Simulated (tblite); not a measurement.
C₄H₃FO.
Bonds: C1–C2 (triple), C2–C3, C3–C4, C4–O5 (double), C4–F6. Hydrogens: H7 on C1; H8, H9 on C3.

Computed with GFN2-xTB (tblite), gas phase: L-BFGS steps from a force-field or distance-geometry start until the largest atomic force falls under 0.01 eV/Å.

Step 19: E = -511.8863 eV
```
atom  x, y, z in Å  |  force x, y, z in eV/Å
C1      2.1234    0.3411   -0.0419   -0.008  -0.010  -0.004
C2      1.0132   -0.1013   -0.0801    0.013  -0.002   0.004
C3     -0.3291   -0.6432   -0.1217    0.015  -0.020  -0.005
C4     -1.4190    0.3916   -0.1185    0.027  -0.035   0.063
O5     -2.5649    0.2384   -0.3553    0.026   0.023  -0.029
F6     -0.9683    1.6207    0.2413   -0.013  -0.020  -0.014
H7      3.1020    0.7167   -0.0109   -0.009   0.021  -0.003
H8     -0.4562   -1.2710   -1.0090   -0.028   0.008  -0.017
H9     -0.4876   -1.2870    0.7525   -0.022   0.034   0.004
```

Step 20: E = -511.8867 eV
```
atom  x, y, z in Å  |  force x, y, z in eV/Å
C1      2.1213    0.3434   -0.0427   -0.038  -0.022  -0.004
C2      1.0136   -0.1056   -0.0814    0.029   0.007  -0.003
C3     -0.3290   -0.6467   -0.1225   -0.008  -0.016  -0.004
C4     -1.4158    0.3920   -0.1205    0.049  -0.030   0.097
O5     -2.5617    0.2438   -0.3585    0.004   0.015  -0.045
F6     -0.9621    1.6186    0.2459   -0.011  -0.026  -0.021
H7      3.0974    0.7244   -0.0102    0.005   0.021  -0.004
H8     -0.4614   -1.2764   -1.0078   -0.010   0.012  -0.012
H9     -0.4887   -1.2876    0.7542   -0.020   0.040  -0.004
```

Step 21: E = -511.8872 eV
```
atom  x, y, z in Å  |  force x, y, z in eV/Å
C1      2.1183    0.3464   -0.0437   -0.056  -0.029  -0.003
C2      1.0141   -0.1114   -0.0833    0.037   0.011  -0.013
C3     -0.3288   -0.6515   -0.1235   -0.029  -0.008   0.002
C4     -1.4113    0.3919   -0.1214    0.053  -0.014   0.099
O5     -2.5571    0.2512   -0.3635   -0.013  -0.001  -0.052
F6     -0.9539    1.6152    0.2516   -0.002  -0.023  -0.018
H7      3.0912    0.7348   -0.0095    0.015   0.017  -0.005
H8     -0.4684   -1.2831   -1.0065    0.011   0.017  -0.005
H9     -0.4905   -1.2875    0.7563   -0.015   0.031  -0.004
```

Step 22: E = -511.8876 eV
```
atom  x, y, z in Å  |  force x, y, z in eV/Å
C1      2.1156    0.3486   -0.0446   -0.041  -0.023  -0.002
C2      1.0144   -0.1160   -0.0850    0.022   0.007  -0.020
C3     -0.3290   -0.6554   -0.1242   -0.031  -0.001   0.011
C4     -1.4075    0.3913   -0.1204    0.028   0.004   0.058
O5     -2.5530    0.2573   -0.3685   -0.012  -0.014  -0.043
F6     -0.9469    1.6118    0.2559    0.007  -0.010  -0.003
H7      3.0860    0.7433   -0.0090    0.012   0.009  -0.007
H8     -0.4738   -1.2883   -1.0056    0.023   0.019  -0.001
H9     -0.4922   -1.2867    0.7580   -0.008   0.009   0.006
```

Task: Estimate the geometry and energy of step 23. (The exact step hangs on the optimiser's Hessian estimate; all steps are aligned on step 22, rigid shifts and turns removed.)

Result: E = -511.8877 eV, largest force 0.031 eV/Å
```
atom  x, y, z in Å  |  force x, y, z in eV/Å
C1      2.1143    0.3492   -0.0450   -0.011  -0.009  -0.001
C2      1.0143   -0.1177   -0.0860   -0.002  -0.001  -0.018
C3     -0.3294   -0.6568   -0.1243   -0.016   0.002   0.016
C4     -1.4062    0.3909   -0.1189    0.003   0.010   0.013
O5     -2.5513    0.2594   -0.3711   -0.002  -0.015  -0.027
F6     -0.9440    1.6102    0.2574    0.009   0.003   0.011
H7      3.0840    0.7465   -0.0090    0.002   0.001  -0.009
H8     -0.4753   -1.2898   -1.0052    0.021   0.018   0.000
H9     -0.4930   -1.2861    0.7586   -0.004  -0.008   0.015
```

The energy changes by -0.0001 eV. The first-order estimate −F·Δx gives -0.0002 eV and the mean of the old and new forces, exact on a quadratic surface, -0.0002 eV. The step makes an angle of 74° with the force vector and moves no atom by more than 0.004 Å.

What follows is the cost of the whole relaxation. On one thread of an Arm Neoverse V1, no GPU (shared host), this took 0.33 s wall.
